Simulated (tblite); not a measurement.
C3H4NO (doublet state).
SMILES: `C/N=C/[C]=O`

Computed values, GFN2-xTB/tblite, gas phase, harmonic and unscaled. The method is semi-empirical: single wavenumbers can be off by several per cent or more. Open shells enter through the occupations alone, without spin polarisation, and single modes of such species can be off by tens of per cent.

Harmonic wavenumbers (cm⁻¹): 116.8, 160.2, 161.8, 323.0, 405.5, 587.8, 719.4, 981.6, 1053.2, 1086.7, 1142.5, 1264.0, 1376.6, 1430.5, 1446.2, 1476.2, 2208.8, 2772.5, 2875.0, 2933.3, 2962.1.

A = 49347, B = 2307, C = 2234 MHz; mass 70.029 u (most abundant isotopes); point group Cs, symmetry number 1; spin multiplicity 2.

Task: What is the zero-point energy?

Result: ½Σν̃ = 13742 cm⁻¹ = 39.29 kcal/mol.

Task: Entropy at 273.15 K, 1 bar (ideal gas, RRHO, classical rotation)?

Result: Translation 38.25, rotation 24.39, vibration 10.56, spin (R ln 2) 1.38: S = 74.6 cal/(mol K).

Task: And Cp and H(273.15 K) − H(0)?

Result: Cp = 19.48 cal/(mol K), of which vibrations give 11.53 (their classical limit is 21 R = 41.7); H(273.15 K) − H(0) = 3.80 kcal/mol without the zero-point energy, 1.63 from vibrations.

Task: Which modes carry the vibrational entropy at 273.15 K?

Result: 116.8 cm⁻¹: 2.98; 160.2 cm⁻¹: 2.38; 161.8 cm⁻¹: 2.36; 323.0 cm⁻¹: 1.15; 405.5 cm⁻¹: 0.82; 587.8 cm⁻¹: 0.38 cal/(mol K); the other 15 give 0.47 together.

Task: What must be added to the electronic energy to get the Gibbs energy at 273.15 K and 1 bar?

Result: ZPE + [H(273.15 K) − H(0)] − T·S = 39.29 + 3.80 − 20.37 = 22.72 kcal/mol.

Task: How do the functions run with temperature in this model?

Result: 
| T (K) | S (cal/(mol K)) | Cp (cal/(mol K)) | H − H(0) (kcal/mol) | G − H(0) (kcal/mol) | ln q(vib) |
| --- | --- | --- | --- | --- | --- |
| 100 | 58.8 | 12.8 | 0.98 | -4.89 | 0.43 |
| 200 | 68.9 | 16.8 | 2.47 | -11.31 | 1.50 |
| 300 | 76.4 | 20.5 | 4.34 | -18.60 | 2.61 |
| 500 | 88.6 | 27.5 | 9.16 | -35.15 | 4.74 |
| 800 | 103.3 | 35.0 | 18.63 | -64.02 | 7.76 |
| 1000 | 111.5 | 38.3 | 25.98 | -85.52 | 9.63 |

q(vib) and H(0) count from the zero-point level.

Task: Blend soft modes into free rotors: weight 1/[1 + (100 cm⁻¹/ν̃)⁴] for the oscillator and the rest for a rotor with moment μB/(μ + B), μ = h/(8π²ν), B = 10⁻⁴⁴ kg m². What vibrational entropy results?

Result: 10.42 cal/(mol K) in place of 10.56, which changes −T·S at 273.15 K by +0.04 kcal/mol.

Hindered rotation and anharmonicity are outside this model.

Time: 0.12 s. Hardware: one thread, Arm Neoverse V1 (aarch64), on a shared host. The figure is for the frequency step alone.
